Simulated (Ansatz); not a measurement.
# Al₂N+ (triplet): from Hartree-Fock to the top rungs, cc-pVTZ

The task here is to estimate one member of a computed series from the others.

Computed with Ansatz 0.2.0, Gaussian basis. Level: cc-pVTZ, core rule «outside noble gas», up to 11 orbitals frozen.

Plan: UHF; CCSD(T) on ROHF; CCSD(T) on UHF; BCCD(T) on ROHF; CCSDT(Q) on ROHF; CCSDT(Q) on UHF.

7 further runs of the same task are left out: 4 for a known fault of the program, 3 set aside as unsound or not needed.

**The geometry**

The geometry is a PBE0/def2-TZVP stationary point (not a proven minimum) of the parent state, kept for this charge and spin.

3 atoms, charge 1, spin multiplicity 3.

Atoms are counted from 1 here; the program's logs count them from 0.

Bond lengths: Al1–N2 1.714 Å, N2–Al3 1.714 Å. Angles: Al1–N2–Al3 180.0°.

Geometry (Å):

```xyz
3
charge 1, multiplicity 3
Al    0.0000    0.0000    1.7145
N     0.0000    0.0000    0.0000
Al    0.0000    0.0000   -1.7145
```

The first run:

in.yaml reads:

```yaml
crystal:
  periodic: [false, false, false]
  atoms:
    - {symbol: Al, position_ang: [0.000000, 0.000000, 1.714500]}
    - {symbol: N, position_ang: [0.000000, 0.000000, 0.000000]}
    - {symbol: Al, position_ang: [0.000000, 0.000000, -1.714500]}
basis:
  gaussian: {orbitals: cc-pVTZ}
total_charge: 1
magnetization: {spin_polarized: true, initial_magnetization: 2}
hamiltonian: {xc: hf}
output: {orbitals: {seedname: orbitals}}
```

Launch:

```sh
$ ansatz run in.yaml --threads 1 --pin off --events-out ev --progress --plain --max-ram 4096MiB --backend cpu
```

Steps of the session up to this table: UHF; CCSD(T) on ROHF; CCSD(T) on UHF; BCCD(T) on ROHF; CCSDT(Q) on ROHF; CCSDT(Q) on UHF.

One of the session's tables, all rows but one given; the rest of the session is left out.

```
   method  from RCCSDT(Q) (meV)
     ROHF               +8117.2
      UHF               +8059.9
     RMP2                +518.1
     UMP2                +503.9
    RCCSD                +513.4
    UCCSD                +508.1
 RCCSD(T)                     ?
 UCCSD(T)                 +43.9
  BCCD(T)                 +42.6
   RCCSDT                 +37.5
   UCCSDT                 +34.7
RCCSDT(Q)                     0
UCCSDT(Q)                 -10.1
```

**Question.** Estimate the row for RCCSD(T).

As computed: from RCCSDT(Q) (meV): +46.4. In the column «from RCCSDT(Q) (meV)» it lies between UCCSD(T) (+43.9) and UMP2 (+503.9).

To keep in mind: Restricted and unrestricted rows rest on different reference determinants; where their highest levels disagree by more than a few hundredths of an eV, they describe different states and don't form one ladder.
